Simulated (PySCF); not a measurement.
Gas-phase reaction: 5 c-Si₃H₆ + 3 NH₃ ⇌ 3 i-Si₄H₁₀ + 3 H₂SiNH

Computed with PySCF and rigid-rotor harmonic-oscillator thermochemistry at 1 bar. † marks an energy on the PBE0/def2-TZVP geometry and frequencies. MP2 and CCSD(T) freeze the core. All species are closed-shell singlets. c-Si₃H₆, H₂SiNH: computed as isolated molecules; such fragments, hydroxides, amides, oligomers or adducts are transient or little studied in the gas. MP2 isn't extrapolated to the basis-set limit; its ΔH°(298 K) is -284.2 kJ in def2-SVP and -281.2 kJ in def2-TZVPP. CCSD(T) isn't extrapolated to the basis-set limit. The harmonic model lacks anharmonicity and excited electronic states, which grow with temperature; levels with a mode under 35 cm⁻¹ are left out. Internal rotation in i-Si₄H₁₀ is treated as a harmonic vibration of one conformer, which makes the entropy rough. Warning, large T1 diagnostic: H₂SiNH (CCSD(T)/def2-SVP†).

```tsv
level	ΔE electronic, kJ	ΔH°(298 K), kJ	ΔS°(298 K), J/K	ΔG°(600 K), kJ
CCSD(T)/def2-SVP†	-234	-267	-151	-176
HF/def2-TZVP†	-273	-306	-151	-215
MP2/def2-TZVPP†	-249	-281	-151	-191
PBE0/def2-SVP†	-102	-134	-151	-43
r2SCAN/def2-TZVP†	-159	-191	-151	-100
ωB97X-V/def2-TZVP†	-197	-229	-151	-139
```
ΔH° is lowest at HF/def2-TZVP† and highest at PBE0/def2-SVP†. No reference value is set beside these.
